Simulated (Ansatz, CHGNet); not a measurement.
Elastic constant C13 (GPa) of solids drawn from the class of oxides, at two levels: the machine-learned potential CHGNet-r²SCAN (trained on r²SCAN data), and PBE (plane waves, PAW; Ansatz, a first-principles code).

```tsv
solid	CHGNet-r²SCAN	PBE
rutile TiO2	177	148
corundum Ga2O3 (metastable phase)	143	?
anatase TiO2 (metastable phase)	152	141
rutile SnO2	140	128
corundum (α-Al2O3)	142	106
A-type hexagonal La2O3	96.7	77.5
```

**Question.** Estimate the withheld PBE value from the other rows.

**Answer.** One way: carry over the typical ratio. The ratios PBE / CHGNet-r²SCAN of the other rows, in order: 0.746, 0.801, 0.836, 0.914, 0.928; median 0.836. Corundum Ga2O3 (metastable phase): 143 × 0.836 = 120 GPa; the run gives 114 GPa. The ratios spread from 0.746 to 0.928, so such an estimate is rough.

Of 6 rows, PBE is the larger in 0 and the smaller in 6.

Ansatz's runs of these crystals have no spin polarisation.

Spin–orbit coupling is left out, also for the solids with elements from indium on (rutile SnO2, A-type hexagonal La2O3); its size isn't shown.

Each level is taken at its own relaxed cell. Ansatz's density-functional and Hartree–Fock values are scalar-relativistic unless marked +SOC, with PAW data made under PBE.
